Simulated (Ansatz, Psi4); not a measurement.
# COF2 (carbonyl fluoride): the vertical energy of the triplet above the singlet, rung by rung

COF2 has 4 atoms, charge 0, and is taken as a singlet. SMILES: `O=C(F)F`. Geometry: relaxed at PBE0-D4/def2-TZVP.

Quantity: the vertical energy of the triplet above the singlet, in eV. The values are calculated.

| level | kind | program | value (eV) | CPU time (all runs) |
| --- | --- | --- | --- | --- |
| BLYP/aug-cc-pVDZ | GGA | Psi4 | 6.68 | 56 s |
| TPSS/aug-cc-pVDZ | meta-GGA | Psi4 | 6.62 | 3.2 min |
| B3LYP/aug-cc-pVDZ | global hybrid | Ansatz | 6.65 | 15 s |
| wB97X/aug-cc-pVDZ | range-separated hybrid | Psi4 | 6.78 | 1.8 min |
| B2PLYP/aug-cc-pVDZ (density fitting for correlation) | double hybrid | Psi4 | 6.93 | 46 s |
| RPA@PBE/aug-cc-pVDZ | RPA | Ansatz | 7.01 | 54 s |
| OMP2/aug-cc-pVDZ (density fitting for correlation) | perturbation theory | Psi4 | 7.52 | 2.4 min |
| CCSD/aug-cc-pVDZ | coupled cluster or CI | Psi4 | 6.98 | 4.1 min |
| FCI/STO-3G | exact in the basis | Ansatz | 6.31 | 8.8 s |

The values span 6.31 to 7.52 eV. High-level rows in very small sets aren't better than simpler rows in larger ones. The upper state's dipole differs much between rows, so they may not all be the same state. CPU times are rough (shared hosts, several kinds of processor and program).
